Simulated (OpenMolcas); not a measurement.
## AlO (oxoaluminum): the energy, rung by rung

AlO has 2 atoms, charge 0, and is taken as a doublet. SMILES: `[O]=[Al]`. The shape is that of a PBE0-D4/def2-TZVP optimisation.

```csv
atom,x (Å),y (Å),z (Å)
O,0.0000,0.0000,-0.0249
Al,0.0000,0.0000,1.5950
```

Each level gives the energy change with the O1–Al2 bond stretched from 1.620 to 3.240 Å (eV). The values are calculated.

| level | kind | program | value (eV) | less FCI/STO-3G |
| --- | --- | --- | --- | --- |
| ROHF/STO-3G | Hartree–Fock | OpenMolcas | 6.12 | +1.33 |
| UPBE/STO-3G | GGA | OpenMolcas | 1.01 | -3.78 |
| U-r2SCAN/STO-3G | meta-GGA | OpenMolcas | 5.99 | +1.20 |
| UM06-2X/STO-3G | hybrid meta-GGA | OpenMolcas | 5.07 | +0.28 |
| CASPT2(3,3)/STO-3G | multireference | OpenMolcas | 4.19 | -0.60 |
| FCI/STO-3G | exact in the basis | OpenMolcas | 4.79 | 0.00 |

FCI/STO-3G is exact within its basis and frozen core, so for wave-function methods in that basis the difference is their error; functionals converge differently with the basis, so for them it is only a difference. The first shape isn't each level's own minimum. The values span 1.01 to 6.12 eV. Spin contamination of the reference (⟨S²⟩ at least 0.1 too high) touches UPBE/STO-3G, U-r2SCAN/STO-3G, UM06-2X/STO-3G. All rows use very small basis sets, so even the best lies far from the true value.
